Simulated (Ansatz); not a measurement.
# SiH, quartet: the ladder up to full CI

Geometry: that of the SiH, doublet, kept fixed. The doublet lies 1.7 eV lower here.

| atom | x (Å) | y (Å) | z (Å) |
| --- | --- | --- | --- |
| Si | 0.0000 | 0.0000 | 0.0000 |
| H | 0.0000 | 0.0000 | 1.5317 |

Basis cc-pVTZ; Ansatz 0.2.0. Only valence electrons are correlated (noble-gas cores frozen), which leaves 5 electrons in 43 orbitals. R marks a restricted (for open shells ROHF) determinant, U an unrestricted one. Active spaces: valence = (5e, 5o) chosen from the atoms' valence shells.

Full CI is exact within this basis and frozen core; it isn't the basis-set limit. The frozen core follows each run's orbitals, which can shift R against U totals by a few meV.

For open shells CISD is restricted-active-space CI with the open shells as a complete middle space.

The UHF ⟨S²⟩ is 3.753 and the T1 diagnostic (RCCSD) is 0.0375. The largest doubles amplitude (RCCSD) is 0.066 and the T1 diagnostic (UCCSD) is 0.0332.

Q: From what is known of these methods and the diagnostics, rank them by the size of their error in total energy against full CI in cc-pVTZ, smallest first (an estimate: the text doesn't fix the numbers).
A. CISD
B. BCCD(T)
C. MRCISD (valence space)
D. RMP2
E. UCCSDT

A: E (0.0 kJ/mol), B (2.4 kJ/mol), A (8.8 kJ/mol), C (12.3 kJ/mol), D (58.7 kJ/mol).

All errors are against full CI in cc-pVTZ. 

The full-CI state has the irrep A2 of C2v, in the program's axes (one component, if the state is degenerate).

Natural occupations of full CI about the gap: 1.932 0.995 0.982 0.982 0.029 0.013 0.013 0.011 0.011 0.008; effectively unpaired electrons, Σ n²(2−n)², 3.02.
